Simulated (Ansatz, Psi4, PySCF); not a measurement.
Species: hydrogen cyanide, CHN, charge 0, multiplicity 1. SMILES: C#N
Structure (B3LYP-D3(BJ)/def2-TZVP (Ansatz, a quantum-chemistry and plane-wave program) minimum search):
```
C
N 1 1.1462
H 1 1.0667 2 180.00
```
Charge 0, spin multiplicity 1.

Wanted: size of the dipole moment, in D. Terms: spin-orbit terms left out; 6-311+G** with 5d; non-relativistic; six Cartesian d functions in 6-31G* and its kin unless marked 5d; no dispersion term unless named. Ab initio and DFT rows: single points at B3LYP-D3(BJ) geometries (Ansatz).

Measured values: NIST CCCBDB, as tabulated in the package chemicals; dipoles are vibrational averages. 

Value to compare with, the measured value: 2.98 D.

```
level               program  size of the dipole moment (D)  error
------------------  -------  -----------------------------  -----
PBE/def2-SVP         Ansatz                           2.74  -0.24
BP86/def2-SVP         PySCF                           2.76  -0.22
B3LYP/3-21G          Ansatz                           2.73  -0.25
B3LYP/6-31G*         Ansatz                           2.90  -0.08
B3LYP/cc-pVDZ        Ansatz                           2.78  -0.20
M06-2X/6-31G* (5d)    PySCF                           2.93  -0.05
wB97X-D/6-311+G**      Psi4                           3.10   0.12
```

1 of the 7 habitual levels lie above the measured value; their mean absolute error is 0.17 D, the median 0.20.

The levels are drawn from those run, B3LYP/6-31G* more often than the rest, none by its result; runs whose electronic state is in doubt are left out.
